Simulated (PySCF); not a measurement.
# P: ionisation energy

P [Ne] 3s2 3p3 (4S) → P⁺ [Ne] 3s2 3p2 (3P), as a difference of total energies. Computed with PySCF 2.14 in def2-TZVP, with no relativity, point nucleus. Correlated levels: valence: [Ne] frozen. The calculations carry no spin-orbit coupling.

| method | ionisation energy (eV) |
| --- | --- |
| UHF | 9.910 |
| LDA | 10.575 |
| PBE0 | 10.529 |
| MP2 (valence) | 10.475 |
| SCS-MP2 (valence) | 10.304 |
| CCSD (valence) | 10.412 |
| CCSD(T) (valence) | 10.453 |

Errors of the correlated levels include the incompleteness of this basis and the frozen core.

Question: Which method comes closest to the reference value, and which is furthest?

Answer: The reference is 10.526 eV (measured; NIST levels, between the centres of gravity of the two terms). Closest: PBE0 (error 0.003 eV); furthest: UHF (error -0.616 eV).
